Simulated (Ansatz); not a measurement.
## CH5NSi, SMILES N=C[SiH3]: a composite energy at a relaxed geometry

Computed with the Python package of Ansatz (0.2.0).

The script, `composite_ch5nsi.py`:
```python
"""A composite energy for CH5NSi: DFT geometry, MP2 basis limit, coupled-cluster correction."""

import itertools

import ansatz as az
from ase import Atoms
from ase.data import atomic_numbers, covalent_radii
import numpy as np


def main() -> None:
    atoms = Atoms(["N", "C", "Si", "H", "H", "H", "H", "H"], positions=[
        (-1.5564, 0.1819, -0.6952),
        (-0.3276, 0.3672, -0.6234),
        (0.6326, -0.4215, 0.7423),
        (-1.8919, 0.7438, -1.5289),
        (0.2377, 0.9591, -1.3786),
        (0.2573, 0.0868, 2.0985),
        (2.133, -0.0831, 0.5986),
        (0.6075, -1.8913, 0.7309),
    ])
    geometry = az.Crystal.molecule_from_ase(atoms)

    job = (
        geometry.calculation()
        .basis(gaussian="def2-SVP")
        .functional("pbe0")
    )
    symbols = [site.symbol for site in geometry.cartesian_sites]
    start = np.array([site.position_ang for site in geometry.cartesian_sites], dtype=float)
    rep = job.relax(force_tolerance=0.01, max_steps=100).run().report
    end = np.array(rep["positions_ang"])
    # pairs closer than 1.2 times the sum of covalent radii, before or after
    radius = [covalent_radii[atomic_numbers[s]] for s in symbols]
    span = lambda where, i, j: np.linalg.norm(where[i] - where[j])
    bonded = [(i, j) for i, j in itertools.combinations(range(len(symbols)), 2) if min(span(start, i, j), span(end, i, j)) < 1.2 * (radius[i] + radius[j])]
    print("pair        before    after (A)")
    for i, j in bonded:
        print(f"{symbols[i]}{i}-{symbols[j]}{j}".ljust(10), f"{span(start, i, j):8.4f} {span(end, i, j):8.4f}")

    minimum = az.Crystal.molecule()
    for symbol, place in zip(symbols, end):
        minimum = minimum.atom(symbol, place.tolist())
    at_minimum = minimum.calculation()
    # MP2 extrapolated to the basis limit, plus the small-basis difference CCSD(T) - MP2
    level = lambda method, basis: at_minimum.basis(gaussian=basis).correlation(method).run().report
    small, large, cluster = level("mp2", "cc-pVDZ"), level("mp2", "cc-pVTZ"), level("ccsd_t", "cc-pVDZ")
    corr = lambda each: (each["free_energy_ev"] - each["reference_energy_ev"]) / 27.211386246
    mp2_limit = (27 * corr(large) - 8 * corr(small)) / 19
    pieces = {"HF / cc-pVTZ": large["reference_energy_ev"] / 27.211386246, "MP2 correlation, DZ-TZ limit": mp2_limit, "CCSD(T) - MP2 / cc-pVDZ": corr(cluster) - corr(small)}
    for name, value in pieces.items():
        print(f"{name:32s} {value:14.6f} Ha")
    print(f"{'sum':32s} {sum(pieces.values()):14.6f} Ha")
    print("T1 diagnostic", round(cluster["correlation"]["coupled_cluster"]["t1_diagnostic"], 4))


if __name__ == "__main__":
    main()
```

```console
$ python composite_ch5nsi.py
pair        before    after (A)
N0-C1        1.2448   1.2731
N0-H3        1.0599   1.0281
C1-Si2       1.8464   1.8974
C1-H4        1.1137   1.1126
Si2-H5       1.4962   1.4964
Si2-H6       1.5448   1.4964
Si2-H7       1.4701   1.4890
HF / cc-pVTZ                        -384.172271 Ha
MP2 correlation, DZ-TZ limit          -0.530958 Ha
CCSD(T) - MP2 / cc-pVDZ               -0.056973 Ha
sum                                 -384.760202 Ha
T1 diagnostic 0.0121
```

What to keep in mind:
- Total energies depend on the basis set; only differences at equal settings carry meaning.
- The sum leaves out core correlation, relativity, the Hartree-Fock basis error and zero-point energy; a DZ-TZ extrapolation is rough.
- Inner cores stay frozen, so this is valence correlation.
- For Al to Cl the sets with a tight d function, cc-pV(X+d)Z, are usual.
- An extrapolation from small basis sets is rough.
- The whole script took 56 s on 1 thread of Arm Neoverse V2, on a shared host, peak memory 0.33 GiB.

(A comment or docstring line of the script was reworded after the run, the code is as it ran; lines on the test bed's own set-up are left out of the output.)
